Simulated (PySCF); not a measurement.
Breaking a bond: SMILES C=C=C (C₃H₄). The C1–C4 bond (C1 also carries H, H; C4 carries C) is stretched with both fragments frozen at the PBE0/def2-TZVP optimised geometry.

Levels: UKS-B3LYP = unrestricted B3LYP/cc-pVDZ (PySCF 2.14.0); UHF/cc-pVDZ (PySCF); UKS-wB97X-V = unrestricted wB97X-V/cc-pVDZ (PySCF).

Magnitude of the dipole moment (D; its direction can reverse along the curve, and a method can change to another solution) and Mulliken charge of the fragment that holds C1:

| R / Å | μ UKS-B3LYP | q UKS-B3LYP | μ UHF | q UHF | μ UKS-wB97X-V | q UKS-wB97X-V |
|---|---|---|---|---|---|---|
| 0.97 | 0.76 | 0.17 | 0.90 | 0.04 | 0.86 | 0.11 |
| 1.03 | 0.60 | 0.12 | 0.70 | 0.06 | 0.67 | 0.09 |
| 1.09 | 0.45 | 0.09 | 0.52 | 0.07 | 0.50 | 0.07 |
| 1.18 | 0.24 | 0.06 | 0.27 | 0.09 | 0.26 | 0.07 |
| 1.23 | 0.13 | 0.05 | 0.15 | 0.10 | 0.14 | 0.06 |
| 1.26 | 0.07 | 0.05 | 0.08 | 0.10 | 0.08 | 0.06 |
| 1.30 | 0.00 | 0.04 | 0.00 | 0.10 | 0.00 | 0.06 |
| 1.34 | 0.07 | 0.04 | 0.06 | 0.10 | 0.08 | 0.06 |
| 1.38 | 0.13 | 0.03 | 0.04 | 0.11 | 0.14 | 0.05 |
| 1.42 | 0.18 | 0.03 | 0.01 | 0.11 | 0.21 | 0.05 |
| 1.50 | 0.28 | 0.01 | 0.13 | 0.12 | 0.32 | 0.04 |
| 1.60 | 0.38 | 0.00 | 0.33 | 0.13 | 0.45 | 0.02 |
| 1.75 | 0.38 | 0.00 | 0.66 | 0.13 | 0.27 | 0.03 |
| 1.96 | 0.12 | 0.03 | 0.99 | 0.12 | 0.38 | 0.07 |
| 2.17 | 0.71 | 0.07 | 0.95 | 0.08 | 1.04 | 0.11 |
| 2.32 | 1.10 | 0.09 | 0.81 | 0.06 | 1.34 | 0.12 |
| 2.60 | 1.33 | 0.09 | 0.56 | 0.03 | 1.29 | 0.09 |
| 2.84 | 0.42 | -0.02 | 0.42 | 0.01 | 1.01 | 0.06 |
| 3.19 | — | — | 0.31 | 0.00 | 0.61 | 0.03 |
| 3.47 | — | — | 0.26 | 0.00 | 0.40 | 0.01 |
| 3.88 | — | — | 0.22 | 0.00 | 0.24 | 0.01 |
| 4.50 | — | — | 0.20 | 0.00 | 0.15 | 0.00 |

Dashes: no converged value, or the column stops at the first point that the program doubted or that broke a chosen test of continuity, which isn't proof of a fault.

The unrestricted solution behind UKS-B3LYP changes between 2.32 and 2.60 Å and between 2.60 and 2.84 Å, which can leave a kink. The unrestricted determinant behind UKS-B3LYP is spin-contaminated at 1.75 to 2.60 Å (<S²> up to 1.5, against 0.00 for a pure singlet). The unrestricted determinant behind UHF is spin-contaminated at 1.34 to 4.50 Å (<S²> up to 2.3, against 0.00 for a pure singlet). The unrestricted solution behind UKS-wB97X-V changes between 2.32 and 2.60 Å, which can leave a kink. The unrestricted determinant behind UKS-wB97X-V is spin-contaminated at 1.75 to 4.50 Å (<S²> up to 2.0, against 0.00 for a pure singlet).
